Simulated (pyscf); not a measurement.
7 gas-phase steps of one pattern: addition across a multiple bond or ene-type step on the singlet surface, H–O or H–S or H–Se broken and H–O + O–Si or H–O + O–Sn or H–S + S–Si or H–Se + Se–Si formed. Single points on ωB97X-D3(BJ)/def2-SVP structures (PySCF, gas phase). Electronic energies in kcal/mol, between the relaxed ends of the descent from the saddle (adducts or complexes of the species named), with the reactant end as zero; ΔE‡ and ΔE at ωB97X-D3(BJ)/def2-TZVP. Rows were drawn at random from the steps of this pattern with a verified saddle, stable references and a bound adduct at one end at least.

```csv
row,step,ΔE,ΔE‡
1,O=SiH₂ + H₂O → HO–SiH₂–OH,-52.3,2.1
2,O=Si(Cl)–Cl + H₂O -> HO–Si(OH)(Cl)–Cl,-50.6,?
3,H₂O + O=Si(OH)–F -> HO–Si(OH)(OH)–F,-50.0,3.6
4,O=Si=O + H₂O -> O=Si(OH)–OH,-46.4,8.4
5,O=Sn(OH)–OH + H₂O → HO–Sn(OH)(OH)–OH,-43.1,2.1
6,H₂Si=S + H₂S → HS–SiH₂–SH,-34.3,6.3
7,H₂Si=Se + H₂Se -> HSe–SiH₂–SeH,-32.3,5.8
```

Question: Fit ΔE‡ = a + b·ΔE to the other rows and predict row 2.

Answer: Over the 6 complete rows the means are -43.1 (ΔE) and 4.7 (ΔE‡); least squares gives b = 0.13 and a = 10.3 kcal/mol, with residuals of 2.1 kcal/mol (root mean square; largest 4.1, row 4). For row 2: 10.3 + 0.13 × (-50.6) = 3.7 kcal/mol. The computed barrier is 3.9 kcal/mol, 0.2 over the line. The scatter is large against the spread of the barriers, so the line says little here. Each barrier is that of the saddle found. Elements up to Kr have no core potential and no relativistic terms here. Elements past Kr carry the def2 core potentials, without spin-orbit coupling.
